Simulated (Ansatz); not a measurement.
System: hcp Sc. Method: PBEsol (Ansatz, an electronic-structure program, plane waves, PAW).

Settings: plane-wave cutoff 520 eV, 18×18×10 k mesh (along the axes of the cell as run), Fermi–Dirac smearing 0.05 eV, scalar-relativistic PAW data made under PBE.

Cell (relaxed at this level):

```cif
data_Sc2
_chemical_formula_sum 'Sc2'
_space_group_name_H-M_alt 'P63/mmc'
_space_group_IT_number 194
_space_group_name_Hall '-P 6c 2c'
_cell_length_a 3.27732
_cell_length_b 3.27732
_cell_length_c 5.08488
_cell_angle_alpha 90.000
_cell_angle_beta 90.000
_cell_angle_gamma 120.000
loop_
_atom_site_label
_atom_site_type_symbol
_atom_site_symmetry_multiplicity
_atom_site_Wyckoff_symbol
_atom_site_fract_x
_atom_site_fract_y
_atom_site_fract_z
_atom_site_occupancy
Sc1 Sc 2 c 0.33333 0.66667 0.25000 1
```

### Question
Predict the bulk modulus and pressure derivative B′ of the bulk modulus.

### Answer

bulk modulus: 57.2 GPa
pressure derivative B′ of the bulk modulus: 3.3

The run finds no gap.

Measured, for comparison: bulk modulus 55.6 GPa (zero-point energy and finite temperature contributions removed, our sources range from 44.5 to 55.6; as tabulated in doi:10.1021/acs.jctc.3c00612). Computed (rounded) less measured: bulk modulus not scored (sources differ).

Note: the bulk modulus comes from volumes at which shape and atoms were relaxed.

Static lattice: no zero-point or thermal effects.

The result took around 2.5 core-minutes (rough).
